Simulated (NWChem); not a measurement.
System: NH₂, doublet; SMILES [NH2]

Input file for NWChem:

```
start job
memory heap 200 mb stack 900 mb global 1100 mb
geometry units angstroms
  N      0.000000     0.000000     0.177819
  H      0.799965     0.000000    -0.477414
  H     -0.799965     0.000000    -0.477414
end
basis spherical
  N library def2-tzvp
  H library def2-tzvp
end
dft
  odft
  mult 2
  xc b3lyp
  iterations 150
end
driver
  maxiter 120
end
task dft optimize
task dft freq
```

In the optimisation the excess spin sits in b2 (C2v, its own frame). No stability test was run on the SCF state. B3LYP is NWChem's, with the RPA form of VWN correlation.

The level has its own optimisation; frequencies are unscaled.

Question: What results follow from this input? (B3LYP/def2-TZVP, spin-unrestricted.) Quantities: basis functions; r H–N (Å); highest harmonic frequency (cm⁻¹); lowest (cm⁻¹); zero-point energy (kcal/mol); dipole (D).

Answer: 
```yaml
number_of_basis_functions: 43
r H–N (Å): 1.028
highest harmonic frequency (cm⁻¹): 3428
lowest (cm⁻¹): 1531
zero-point energy (kcal/mol): 11.9
dipole (D): 1.94
```
